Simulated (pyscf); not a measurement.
This saddle point was located with ωB97X-D3(BJ)/def2-SVP in PySCF.

```xyz
8

O     -1.2943     0.2717     0.0799
B      0.0614    -0.0029    -0.2508
O      0.9629    -0.2063     0.7126
H     -2.0609    -0.2116    -0.4825
H      0.3595    -0.0166    -1.4107
H      0.6453    -0.1896     1.6244
Cl    -3.1478    -1.4636     0.3851
H     -1.7613    -0.2623     0.8596
```

Surface: singlet, charge 0. Lowest wavenumbers (cm⁻¹): 1135i, 47, 117, 390, 484.

### Question
What reaction is this the transition state of?

### Answer
HO–BH–OH + hydrogen chloride (HCl) ⇌ HO–BH–OH + hydrogen chloride (HCl), a four-centre exchange read from left to right: H–O, Cl–H broken and H–O, Cl–H formed. At CCSD(T)/def2-TZVPP + ΔMP2(QZVPP) it lies +136.6 kJ/mol from the left side and +136.6 kJ/mol from the right (each side as separated species at their lowest minima found). On the reactant side the descent ends in a complex, 24.5 kJ/mol under the separated species and 156.5 kJ/mol under the saddle at ωB97X-D3(BJ)/def2-TZVP. The same reactants have a lower exit, to H₂O + HO–BH–Cl (barrier +90.1 kJ/mol at ωB97M-D3(BJ), against +129.0 kJ/mol here). This is the saddle that the search found; another between the same sides may lie lower. The CCSD(T) − MP2 part came from Ansatz, without density fitting, on the same reference.
